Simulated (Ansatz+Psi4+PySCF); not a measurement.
Results of a calculation; reference values are marked as such.
A run of Psi4 1.11 on doublet N₄(+) in separate pieces at this shape:

```xyz
4

N     0.5650    0.0000   -3.0000
N    -0.5650    0.0000   -3.0000
N    -0.5650    0.0000    3.0000
N     0.5750    0.0000    3.0000
```

Its results:

```yaml
Converged: yes
Total_energy: -217.37560 hartree
Spin_squared_of_the_determinant: 0.770
Occupied_orbitals_by_symmetry_in_an_Abelian_subgroup_alpha;_beta: 12 Ap 2 App; 11 Ap 2 App
```

(1) Which input gives this output? Name the method, the orbitals and the basis set, and write the input.

Answers

(1) UHF in cc-pVTZ.

```
molecule {
1 2
N 0.564990 0.000000 -3.000000
N -0.564990 0.000000 -3.000000
N -0.564990 0.000000 3.000000
N 0.574990 0.000000 3.000000
}

set basis cc-pVTZ
set reference uhf
set scf_type pk
energy('scf')
```

This is not the lowest solution: another run reaches a determinant 0.72 eV lower.
